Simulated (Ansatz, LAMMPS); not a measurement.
# Cubic perovskite SrTiO3 (cubic form, which distorts at low temperature): properties by level of theory

Reference values: lattice constant a 3.89 Å (measured, 0 K, cubic phase extrapolated to 0 K; as tabulated in Bilc et al. (2008), arXiv:0805.0753); bulk modulus 172 GPa (measured, room temperature, not corrected to a static lattice, Murnaghan fit, our sources range from 165 to 179; as tabulated in Guennou et al. (2010), arXiv:0910.0710); high-frequency dielectric constant 5.2 (measured, temperature not stated, no zero-point or thermal correction; as tabulated in Pishtshev (2010), arXiv:1006.0353); elastic constant C11 318 GPa (measured, 273 K, no zero-point or thermal correction; as tabulated in Frostenson et al. (2021), arXiv:2109.07393); elastic constant C44 124 GPa (measured, 273 K, not corrected to a static lattice; as tabulated in Frostenson et al. (2021), arXiv:2109.07393).

```json
[
 {"level (code)": "ionic model akhtar1995 (shell model, LAMMPS)", "lattice parameter a (Å)": "3.897", "bulk modulus (GPa)": "195", "electronic dielectric constant ε∞": "5.70", "elastic constant C11 (GPa)": "307", "elastic constant C44 (GPa)": "139"},
 {"level (code)": "PBEsol (Ansatz)", "lattice parameter a (Å)": "3.891", "bulk modulus (GPa)": "186", "electronic dielectric constant ε∞": "6.31", "elastic constant C11 (GPa)": "350", "elastic constant C44 (GPa)": "114"},
 {"level (code)": "r²SCAN (Ansatz)", "lattice parameter a (Å)": "3.907", "bulk modulus (GPa)": "189", "electronic dielectric constant ε∞": "5.64", "elastic constant C11 (GPa)": "352", "elastic constant C44 (GPa)": "122"}
]
```

Differences from the reference values (errors of the level alone only where the reference is corrected to a static lattice):

| level | lattice constant a (%) | bulk modulus (%) | high-frequency dielectric constant (%) | elastic constant C11 (%) | elastic constant C44 (%) |
|---|---|---|---|---|---|
| ionic model akhtar1995 | +0.18 | +13.4 | +9.6 | -3.5 | +12.1 |
| PBEsol | +0.03 | +8.1 | +21 | +10.1 | -8.1 |
| r²SCAN | +0.44 | +9.9 | +8.5 | +10.7 | -1.6 |

Nearest: lattice constant a, not ranked (one source); bulk modulus, not ranked (reference at room or unstated temperature); high-frequency dielectric constant, not ranked (one source); elastic constant C11, not ranked (reference at room or unstated temperature); elastic constant C44, not ranked (reference at room or unstated temperature).

Empirical potentials (ionic model akhtar1995) are fitted to chosen data: where that held the value shown, agreement is built in, and what lay outside the fit can be far off.

Caveats: the relaxation could not lower the start's symmetry, so the cell can be a saddle point above a distorted one (ionic model akhtar1995, PBEsol, r²SCAN). Ansatz's density-functional and Hartree–Fock values are scalar-relativistic unless marked +SOC, with PAW data made under PBE.

Differences are worked out from the printed values.

Ansatz is an electronic-structure program.
